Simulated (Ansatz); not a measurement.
Debugging a geometry optimisation of C2H5NO2S, SMILES C=NC(O)(O)S (the Python package of Ansatz (0.2.0)).

`opt_c2h5no2s.py`
```python
import itertools
import warnings

import ansatz as az
from ase import Atoms
from ase.data import atomic_numbers, covalent_radii
import numpy as np


def main() -> None:
    warnings.simplefilter("ignore", az.DeckWarning)

    atoms = Atoms(["C", "N", "C", "O", "O", "S", "H", "H", "H", "H", "H"], positions=[
        [1.0883, -1.3225, 0.7128],
        [0.8629, -0.5312, -0.3284],
        [-0.253, 0.4324, -0.2054],
        [-0.1838, 1.0984, 1.0516],
        [-0.0355, 1.4598, -1.142],
        [-1.8719, -0.2604, -0.4885],
        [1.8689, -2.0305, 0.6967],
        [0.4686, -1.2116, 1.6137],
        [-1.1628, 1.4463, 1.1092],
        [0.9233, 1.4108, -1.2451],
        [-1.6398, -0.5485, -1.7539],
    ])
    c2h5no2s = az.Crystal.molecule_from_ase(atoms)

    calc = (
        c2h5no2s.calculation()
        .basis(gaussian="def2-SVP")
        .functional("hf")
        .charge(0.5)
    )
    symbols = [site.symbol for site in c2h5no2s.cartesian_sites]
    start = np.array([site.position_ang for site in c2h5no2s.cartesian_sites], dtype=float)
    rep = calc.relax(force_tolerance=0.005, max_steps=30).run(threads=1, pin="off").report
    end = np.array(rep["positions_ang"])

    print("reference energy %16.6f eV" % rep["reference_energy_ev"])
    print("total energy     %16.6f eV" % rep["free_energy_ev"])
    print("occupied orbitals outside the frozen core (up, down):", rep["n_occupied"], " frozen:", rep["n_frozen"], " virtual:", rep["n_virtual"])

    radius = [covalent_radii[atomic_numbers[s]] for s in symbols]
    span = lambda where, i, j: np.linalg.norm(where[i] - where[j])
    bonded = [(i, j) for i, j in itertools.combinations(range(len(symbols)), 2) if min(span(start, i, j), span(end, i, j)) < 1.2 * (radius[i] + radius[j])]
    print("pair        before    after (A)")
    for i, j in bonded:
        print(f"{symbols[i]}{i}-{symbols[j]}{j}".ljust(10), f"{span(start, i, j):8.4f} {span(end, i, j):8.4f}")

    charges = rep["charge_distribution"]
    dipole = np.array(charges["dipole_moment_e_ang"]) * 4.803205
    print("dipole (D): {:.3f} {:.3f} {:.3f}, length {:.3f}".format(*dipole, np.linalg.norm(dipole)))
    print("atom  Mulliken   Lowdin")
    for symbol, m, l in zip(symbols, charges["mulliken_charges_e"], charges["lowdin_charges_e"]):
        print(f"{symbol:4s} {m:9.3f} {l:8.3f}")


if __name__ == "__main__":
    main()
```

`python opt_c2h5no2s.py` gives:
```text
Traceback (most recent call last):
  File "opt_c2h5no2s.py", line 59, in <module>
    main()
    ~~~~^^
  File "opt_c2h5no2s.py", line 36, in main
    rep = calc.relax(force_tolerance=0.005, max_steps=30).run(threads=1, pin="off").report
          ~~~~~~~~~~~~~~~~~~~~~~~~~~~~~~~~~~~~~~~~~~~~~~~~~~~^^^^^^^^^^^^^^^^^^^^^^
  ...
ansatz.RefusalError: invalid value for `total_charge`: a molecule in open space takes a whole number
```
(Library frames cut from the traceback.)

Why does it end like this?

The fault: a molecule's charge must be whole. The cap on steps that the faulty run carried goes too. The change:

```diff
--- before
+++ after
@@ -31,3 +31,2 @@
         .functional("hf")
-        .charge(0.5)
     )
@@ -35,3 +34,3 @@
     start = np.array([site.position_ang for site in c2h5no2s.cartesian_sites], dtype=float)
-    rep = calc.relax(force_tolerance=0.005, max_steps=30).run(threads=1, pin="off").report
+    rep = calc.relax(force_tolerance=0.005).run(threads=1, pin="off").report
     end = np.array(rep["positions_ang"])
```

With that change:

Output of `python opt_c2h5no2s.py`:
```text
reference energy    -18503.093623 eV
total energy        -18503.093623 eV
occupied orbitals outside the frozen core (up, down): [28, 28]  frozen: 0  virtual: [85, 85]
pair        before    after (A)
C0-N1        1.3270   1.2483
C0-H6        1.0540   1.0867
C0-H7        1.0991   1.0878
N1-C2        1.4795   1.4322
C2-O3        1.4242   1.3729
C2-O4        1.4072   1.3692
C2-S5        1.7835   1.8426
O3-H8        1.0406   0.9467
O4-H9        0.9656   0.9469
S5-H10       1.3184   1.3330
dipole (D): 1.500 -0.070 0.725, length 1.668
atom  Mulliken   Lowdin
C        0.121    0.090
N       -0.397   -0.026
C        0.460   -0.342
O       -0.383    0.108
O       -0.366    0.103
S       -0.055    0.209
H        0.068   -0.013
H        0.077   -0.015
H        0.205   -0.033
H        0.198   -0.033
H        0.073   -0.046
```

Total energies depend on the basis set; only differences at equal settings carry meaning. The end point is the stationary point reached from this start; no frequency run checks that it is a minimum, and the basis set is modest. The Löwdin charges here are taken after orthogonalising the functions within each atom; they differ from plain Löwdin charges, and their signs can be unphysical. Timing: 87 s on 1 thread of Arm Neoverse V1 (shared host), peak memory 0.29 GiB.
